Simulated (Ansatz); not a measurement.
A run of Ansatz (development build ahead of 0.2.0) on doublet CF2(+) at this shape:

```yaml
atoms:
  - { symbol: C, position_ang: [0.1387, -0.0931, 0.4226] }
  - { symbol: F, position_ang: [-0.4506, -0.8779, -0.1541] }
  - { symbol: F, position_ang: [0.4007, 0.8992, -0.0698] }
```

Its results:

```json
{"Converged": "yes", "Reference energy": "-236.07897 hartree", "Correlation energy": "-0.44723 hartree", "Total energy": "-236.52619 hartree", "Spin squared of the determinant": "0.754", "Stability test": "minimum"}
```

Forces (eV/Å):
```
atom      Fx      Fy      Fz
  C1   1.832  -1.164   5.989
  F2  -4.500  -6.901  -3.348
  F3   2.669   8.065  -2.640
```

Question: Which input gives this output? Name the method, the orbitals and the basis set, and write the input.

Answer: UHF-MP2 in def2-SVP.

```yaml
crystal:
  periodic: [false, false, false]
  atoms:
    - { symbol: C, position_ang: [0.13866, -0.09306, 0.42262] }
    - { symbol: F, position_ang: [-0.45062, -0.87794, -0.1541] }
    - { symbol: F, position_ang: [0.40074, 0.89924, -0.06982] }
basis:
  gaussian: { orbitals: def2-SVP }
total_charge: 1
magnetization:
  spin_polarized: true
  initial_magnetization: 1
hamiltonian:
  xc: hf
correlation:
  method: mp2
  frozen_orbitals: { C: 1, F: 1 }
output:
  forces: true
```
